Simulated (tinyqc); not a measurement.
Inside a calculation. Method: Pariser-Parr-Pople SCF with singles CI, for the molecule c1cnc[cH-]1 (SMILES; centres numbered as the heavy atoms are written). Computed by tinyqc, a small Python program that keeps every step. Settings: charge = -1, gamma = MN, start = core, damping = 0, iteration cap = 68, excitations kept = 9. Command: `OMP_NUM_THREADS=1 python tinyqc.py 27591 27592 out.jsonl` (the two numbers bound the seeds that draw the settings). One thread of a shared host (Intel(R) Xeon(R) Processor @ 2.60GHz), about 0.01 s of CPU time with the checks. Later iterations appear only in the table of the cycle.

## PPP integrals

Centres (angstrom, eV; a flat drawing with bonds scaled to 1.40 angstrom):
```
centre          x          y  core charge z          W   gamma_rr
1C       1.191000   0.000000              1  11.160000  11.130000
2C       0.368000   1.133000              1  11.160000  11.130000
3N      -0.963000   0.700000              1  14.100000  12.300000
4C      -0.963000  -0.700000              1  11.160000  11.130000
5C       0.368000  -1.133000              1  11.160000  11.130000
```

Resonance integrals (eV):
```
i  j       beta
1  2  -2.390000
2  3  -2.510000
3  4  -2.510000
4  5  -2.390000
5  1  -2.390000
```

Mataga-Nishimoto: gamma = 14.399645/(R + a), a = 2 x 14.399645/(gamma_rr + gamma_ss); H_rr = -W_r - sum_(s != r) z_s gamma_rs; H_rs = beta for bonds.

repulsion gamma_rs (eV), order 1C, 2C, 3N, 4C, 5C:
$$\begin{pmatrix}
11.130000 & 5.344818 & 4.121190 & 4.046371 & 5.344818 \\
5.344818 & 11.130000 & 5.477600 & 4.045936 & 4.045107 \\
4.121190 & 5.477600 & 12.300000 & 5.476893 & 4.120738 \\
4.046371 & 4.045936 & 5.476893 & 11.130000 & 5.346212 \\
5.344818 & 4.045107 & 4.120738 & 5.346212 & 11.130000
\end{pmatrix}$$

core matrix H (eV), order 1C, 2C, 3N, 4C, 5C:
$$\begin{pmatrix}
-30.017196 & -2.390000 & 0.000000 & 0.000000 & -2.390000 \\
-2.390000 & -30.073461 & -2.510000 & 0.000000 & 0.000000 \\
0.000000 & -2.510000 & -33.296421 & -2.510000 & 0.000000 \\
0.000000 & 0.000000 & -2.510000 & -30.075413 & -2.390000 \\
-2.390000 & 0.000000 & 0.000000 & -2.390000 & -30.016875
\end{pmatrix}$$

## Starting guess

pi electrons, sum of z_r less the charge = 6

Orbitals of the core matrix H.

P at the start, order 1C, 2C, 3N, 4C, 5C:
$$\begin{pmatrix}
1.142762 & 0.737373 & -0.233417 & -0.152797 & 0.598389 \\
0.737373 & 1.067627 & 0.527217 & -0.387878 & -0.152643 \\
-0.233417 & 0.527217 & 1.578979 & 0.527063 & -0.233553 \\
-0.152797 & -0.387878 & 0.527063 & 1.068106 & 0.737408 \\
0.598389 & -0.152643 & -0.233553 & 0.737408 & 1.142527
\end{pmatrix}$$

## Iteration 1: Fock matrix

F_rr = H_rr + P_rr gamma_rr / 2 + sum_(s != r) P_ss gamma_rs; F_rs = H_rs - P_rs gamma_rs / 2; E = tr P (H + F) / 2 + core repulsion sum_(r<s) z_r z_s gamma_rs.

F (eV), order 1C, 2C, 3N, 4C, 5C:
$$\begin{pmatrix}
-1.015635 & -4.360563 & 0.480979 & 0.309137 & -3.989139 \\
-4.360563 & -0.432119 & -3.953943 & 0.784665 & 0.308729 \\
0.480979 & -3.953943 & -2.470176 & -3.953333 & 0.481205 \\
0.309137 & 0.784665 & -3.953333 & -0.431726 & -4.361169 \\
-3.989139 & 0.308729 & 0.481205 & -4.361169 & -1.015317
\end{pmatrix}$$

pi energy = -70.114610 eV

## Iteration 1: orbitals and new P

Diagonalise F (the basis is taken as orthonormal) and form P = 2 sum c c over the lowest orbitals.

orbital energies (eV): [-8.409307, -4.648560, -4.239721, 5.935815, 5.996799]

P after iteration 1, order 1C, 2C, 3N, 4C, 5C:
$$\begin{pmatrix}
1.192158 & 0.705549 & -0.246418 & -0.206840 & 0.601475 \\
0.705549 & 1.102000 & 0.595479 & -0.307318 & -0.206778 \\
-0.246418 & 0.595479 & 1.411686 & 0.595395 & -0.246379 \\
-0.206840 & -0.307318 & 0.595395 & 1.102051 & 0.705595 \\
0.601475 & -0.206778 & -0.246379 & 0.705595 & 1.192105
\end{pmatrix}$$

## Iteration 2: Fock matrix

As before.

F (eV), order 1C, 2C, 3N, 4C, 5C:
$$\begin{pmatrix}
-0.844131 & -4.275515 & 0.507767 & 0.418475 & -3.997387 \\
-4.275515 & -0.555292 & -4.140898 & 0.621694 & 0.418219 \\
0.507767 & -4.140898 & -2.716960 & -4.140457 & 0.507632 \\
0.418475 & 0.621694 & -4.140457 & -0.555064 & -4.276129 \\
-3.997387 & 0.418219 & 0.507632 & -4.276129 & -0.844249
\end{pmatrix}$$

pi energy = -70.378054 eV

## Iteration 2: orbitals and new P

As before.

orbital energies (eV): [-8.542178, -4.798409, -4.181228, 5.848567, 6.157553]

P after iteration 2, order 1C, 2C, 3N, 4C, 5C:
$$\begin{pmatrix}
1.191163 & 0.697105 & -0.246840 & -0.210971 & 0.609970 \\
0.697105 & 1.115149 & 0.603394 & -0.303669 & -0.210920 \\
-0.246840 & 0.603394 & 1.387398 & 0.603329 & -0.246787 \\
-0.210971 & -0.303669 & 0.603329 & 1.115151 & 0.697145 \\
0.609970 & -0.210920 & -0.246787 & 0.697145 & 1.191141
\end{pmatrix}$$

## Iteration 3: Fock matrix

As before.

F (eV), order 1C, 2C, 3N, 4C, 5C:
$$\begin{pmatrix}
-0.831639 & -4.252949 & 0.508637 & 0.426833 & -4.020089 \\
-4.252949 & -0.571384 & -4.162575 & 0.614312 & 0.426596 \\
0.508637 & -4.162575 & -2.730642 & -4.162184 & 0.508472 \\
0.426833 & 0.614312 & -4.162184 & -0.571175 & -4.253543 \\
-4.020089 & 0.426596 & 0.508472 & -4.253543 & -0.831801
\end{pmatrix}$$

pi energy = -70.383977 eV

## Iteration 3: orbitals and new P

As before.

orbital energies (eV): [-8.558717, -4.821767, -4.164355, 5.841065, 6.167133]

P after iteration 3, order 1C, 2C, 3N, 4C, 5C:
$$\begin{pmatrix}
1.190320 & 0.694155 & -0.245901 & -0.211810 & 0.613674 \\
0.694155 & 1.118108 & 0.605123 & -0.305256 & -0.211762 \\
-0.245901 & 0.605123 & 1.383164 & 0.605064 & -0.245848 \\
-0.211810 & -0.305256 & 0.605064 & 1.118104 & 0.694193 \\
0.613674 & -0.211762 & -0.245848 & 0.694193 & 1.190304
\end{pmatrix}$$

## Convergence

Stop when output and input P, before any damping, agree to 1e-7.

Course of the cycle:
```
iteration        E (eV)  largest |P(out) - P(in)|
1          -70.11460959                  1.67e-01
2          -70.37805419                  2.43e-02
3          -70.38397672                  4.23e-03
4          -70.38441811                  1.54e-03
5          -70.38448621                  6.46e-04
6          -70.38449833                  2.73e-04
7          -70.38450052                  1.16e-04
8          -70.38450092                  4.95e-05
9          -70.38450099                  2.11e-05
10         -70.38450100                  8.97e-06
11         -70.38450100                  3.82e-06
12         -70.38450100                  1.63e-06
13         -70.38450100                  6.92e-07
14         -70.38450100                  2.95e-07
15         -70.38450100                  1.26e-07
16         -70.38450100                  5.34e-08
```

Converged in 16 iterations.

## Converged orbitals

Charges are z - P_rr.

orbital energies (eV): [-8.562103, -4.830452, -4.157167, 5.840398, 6.167770]

coefficients, order 1C, 2C, 3N, 4C, 5C:
$$\begin{pmatrix}
0.378763 & -0.554926 & -0.378870 & 0.220430 & -0.597046 \\
0.442368 & 0.086016 & -0.597142 & -0.545145 & 0.378352 \\
0.567148 & 0.607556 & 0.000191 & 0.556074 & 0.000284 \\
0.442375 & 0.085589 & 0.597196 & -0.544709 & -0.378983 \\
0.378809 & -0.555165 & 0.378465 & 0.219775 & 0.597292
\end{pmatrix}$$

pi charges: 1C -0.189895, 2C -0.119334, 3N -0.381563, 4C -0.119328, 5C -0.189881

## Singles CI, singlets

Over the 6 single excitations with the smallest orbital gaps: A = (e_a - e_i) delta + 2 (ia|jb) - (ij|ab), with (pq|rs) = sum c_mp c_mq gamma_mn c_nr c_ns. f = 2/3 w |mu|^2 in atomic units, mu = sqrt2 sum c_ia sum_m c_mi c_ma R_m.

singlet CI matrix (eV), order 3>4, 3>5, 2>4, 2>5, 1>4, 1>5:
$$\begin{pmatrix}
6.736348 & -0.000445 & 0.000305 & 0.472094 & -0.000263 & 0.367961 \\
-0.000445 & 6.945322 & -0.687493 & -0.000160 & 0.250940 & -0.000144 \\
0.000305 & -0.687493 & 7.126029 & 0.000035 & 0.285599 & 0.000404 \\
0.472094 & -0.000160 & 0.000035 & 7.486694 & 0.000481 & -0.267092 \\
-0.000263 & 0.250940 & 0.285599 & 0.000481 & 10.462728 & -0.000007 \\
0.367961 & -0.000144 & 0.000404 & -0.267092 & -0.000007 & 10.629608
\end{pmatrix}$$

singlet excitation energies (eV): [6.308050, 6.460419, 7.712421, 7.728234, 10.497802, 10.679803]

oscillator strengths: [0.003388, 0.109536, 0.776442, 0.977144, 0.004117, 0.010965]

## Singles CI, triplets

Over the 6 single excitations with the smallest orbital gaps: A = (e_a - e_i) delta - (ij|ab), with (pq|rs) = sum c_mp c_mq gamma_mn c_nr c_ns.

triplet CI matrix (eV), order 3>4, 3>5, 2>4, 2>5, 1>4, 1>5:
$$\begin{pmatrix}
3.856979 & 0.000036 & -0.000157 & 0.265072 & 0.001024 & -1.157646 \\
0.000036 & 4.313297 & 0.265072 & 0.000141 & -1.157646 & -0.001243 \\
-0.000157 & 0.265072 & 4.825661 & -0.000031 & -1.030170 & -0.000504 \\
0.265072 & 0.000141 & -0.000031 & 4.802485 & -0.000504 & 1.063207 \\
0.001024 & -1.157646 & -1.030170 & -0.000504 & 8.004749 & -0.000436 \\
-1.157646 & -0.001243 & -0.000504 & 1.063207 & -0.000436 & 9.044465
\end{pmatrix}$$

triplet excitation energies (eV): [3.420414, 3.978760, 4.530351, 4.784270, 8.634596, 9.499246]
